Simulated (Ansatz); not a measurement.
Rock-salt EuS, treated with B3LYP (VWN-RPA form) (Ansatz, a program for electronic structure, plane waves, PAW).

Settings: plane-wave cutoff 460 eV, 8×8×8 k mesh, Fermi–Dirac smearing 0.01 eV, spin-polarised with parallel moments, scalar-relativistic PAW data made under PBE.

Cell (measured lattice):

```cif
data_EuS
_chemical_formula_sum 'Eu1 S1'
_space_group_name_H-M_alt 'P 1'
_space_group_IT_number 1
_cell_length_a 4.21153
_cell_length_b 4.21153
_cell_length_c 4.21153
_cell_angle_alpha 60.000
_cell_angle_beta 60.000
_cell_angle_gamma 60.000
loop_
_space_group_symop_operation_xyz
  'x, y, z'
loop_
_atom_site_label
_atom_site_type_symbol
_atom_site_fract_x
_atom_site_fract_y
_atom_site_fract_z
_atom_site_occupancy
Eu1 Eu 0.00000 0.00000 0.00000 1
S1 S 0.50000 0.50000 0.50000 1
```
Starting moments (μB, in the order of the record's atoms Eu S): 7.0 0.0.

**Question.** Predict the band gap, smallest direct gap on the k points sampled, direct gap at Γ and magnetic moment (largest site, within a sphere).

**Answer.** 
band gap: 1.02 eV (on the SCF k mesh)
smallest direct gap on the k points sampled: 1.23 eV
direct gap at Γ: 2.90 eV
magnetic moment (largest site, within a sphere): 6.88 μB

Measured, for comparison: band gap 1.65 eV (temperature not stated, no zero-point or thermal correction, compiled measured gap; kind and temperature not stated; as tabulated in Kothakonda et al. (2022), arXiv:2208.02841).

Note: the state of the 4f shell is in doubt; cell and atoms aren't relaxed at this level (pressure 2.5 GPa).

Moments are spin moments.

Spin–orbit coupling is not included.

Computed values are for the static lattice.
